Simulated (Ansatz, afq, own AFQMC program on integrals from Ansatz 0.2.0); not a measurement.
**Atomization energy of SiF₂, singlet**

```xyz
3

F     0.1714    1.2614    0.2337
Si   -0.6080   -0.0474   -0.3373
F     0.4367   -1.2140    0.1036
```

Connectivity, by distances: F–Si–F.

Atoms in their ground-state spins without spin–orbit coupling (mostly on UHF) minus the molecule (RHF), without zero-point energy. The geometry is a stationary point, not shown to be a minimum.

Basis def2-TZVP. Noble-gas cores (and the filled d shells of Ga–Kr and In–Xe) are frozen. AFQMC by an in-house program on the Cholesky factors that Ansatz 0.2.0 writes for its CCSD(T) run. The CISD trial takes its coefficients from CCSD amplitudes. Released means that phaseless walkers are propagated on without the constraint, phases kept. Uncertainties: one standard error, sampling alone. The errors of all members are added in quadrature.

No full CI on the walks' own integrals is used here; CCSDT(Q) serves as the reference and is uncertain by about the last step of the cluster series. Each member takes its own surest rung, up to full CI.

The best estimate is CCSD(T) at the basis-set limit (CBS: def2-TZVPP and def2-QZVPP, with their diffuse functions for anions and beside diffuse sets, CCSD(T) itself extrapolated) plus the step from CCSD(T) to CCSDT(Q) in def2-TZVP. Rows without CBS are in def2-TZVP; B2PLYP and the wave-function rows carry a basis error of their own. Core correlation and relativity beyond core potentials are missing, and ± holds the sampling alone.

```
  level  atomization energy (kJ/mol)
 r2SCAN                       1224.4
wB97M-V                       1249.9
     HF                        877.2
```

From these cheaper values, estimate the atomization energy at the level of the best estimate.

1247.4 kJ/mol (best estimate, highest rung CCSDT(Q)).

```
         level  atomization energy (kJ/mol)  error against the best estimate (kJ/mol)
           MP2                       1263.4                                      16.1
          CCSD                       1173.1                                     -74.2
       CCSD(T)                       1198.2                                     -49.2
         CCSDT                       1196.0                                     -51.3
      CCSDT(Q)                       1197.9                                     -49.5
 ph-AFQMC/CISD                 1198.1 ± 0.6                               -49.2 ± 0.6
released AFQMC                 1198.5 ± 1.0                               -48.8 ± 1.0
        HF/CBS                        886.9                                    -360.4
       MP2/CBS                       1310.4                                      63.0
   CCSD(T)/CBS                       1247.7                                       0.3
           PBE                       1258.3                                      10.9
          PBE0                       1201.5                                     -45.9
         B3LYP                       1219.3                                     -28.1
        B2PLYP                       1226.1                                     -21.3
```

Correlation beyond CCSD(T) takes off 0.3 kJ/mol. Going to the basis-set limit adds 49.5 kJ/mol at CCSD(T). The perturbative (T) step is worth +25.1 kJ/mol. The functionals spread over 56.8 kJ/mol; wB97M-V comes nearest and PBE0 is 45.9 kJ/mol too low.

Best estimates are given only where the step beyond CCSD(T) is under 0.3 eV and no member's determinant is very poor (T1 over 0.05, or 0.07 for open shells, ⟨S²⟩ too high by 0.3, two states mixed), so the hardest cases are missing from such tables.

The functionals ran in a triple-zeta set and keep a basis error of their own, a few kJ/mol for each bond in atomization energies and more for double hybrids, so close places among them and the extrapolated levels can swap.

CCSDT and higher add their correlation energy to the determinant of the CCSD(T) run, since their own runs factorise the integrals more tightly (a shift of under 2 meV). Each member of a difference takes its own highest rung, so a best estimate needn't equal the limit plus the step of one row. A walk keeps the symmetry of its determinant, which the program's search chose and which needn't be the lowest solution, so a lower state of the same spin and another symmetry isn't excluded. Released energies are given only where the last usable release times agree within the noise; a slower fall can still hide under it.
